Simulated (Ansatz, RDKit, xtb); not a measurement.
**C5H9O+: which of the isomers drawn lies lowest?**

Which of a sample of isomers of C5H9O+ (charge +1) is the most stable in the gas at 298.15 K, and what are its properties? The sample is small against all isomers, and the most stable one of this formula need not be in it.

The funnel: GFN2-xTB relaxations, single points with a density functional, relaxations at B3LYP-D3(BJ)/def2-SVP, harmonic vibrations (at GFN2-xTB), and a last energy at a higher level. All values are calculated.

### 1 Candidates

Isomers were taken from a list of plausible structures; this is a sample, not all of them. That gives 6 candidates.

```
label         SMILES     spin
 c075  C[CH+]/C=C\OC  singlet
 c246  C=C([CH+]C)OC  singlet
 c308   C=C[C+](C)OC  singlet
 c533    C[C+]1CCOC1  singlet
 c555     CCCCC#[O+]  singlet
 c904   CC(C)CC#[O+]  singlet
```

Candidates are built by distance geometry, with a force field where one applies, in up to four conformers (letters a to d).

**Question.** With final energies at CCSD(T)/def2-SVP + MP2/def2-TZVPP - MP2/def2-SVP, which structure will this search put lowest in free energy, and by what margin?

| quantity | value |
| --- | --- |
| lowest structure found | CC(C)CC#[O+], singlet |
| next finalist | CCCCC#[O+], singlet, 2.9 kcal/mol higher in G |
| share at equilibrium, among the finalists | 99.3 % |

The search ends on `CC(C)CC#[O+]`. The margin, 2.9 kcal/mol, is modest. r2SCAN-D4/def2-SVP, B3LYP-D3(BJ)/def2-SVP, HF/def2-SVP and MP2/def2-SVP already put its bonding pattern lowest among the structures in one piece; GFN2-xTB favours the singlet C[CH+]/C=C\OC; HF/STO-3G favours the singlet C=C[C+](C)OC (c308b, not a finalist). 4 minima inside the window were never screened. Lowest found is not proven lowest: the search is finite, and each finalist counts with one conformer. Only 6 drawn patterns were tried, so whole families of isomers are missing, and the result ranks this sample alone.
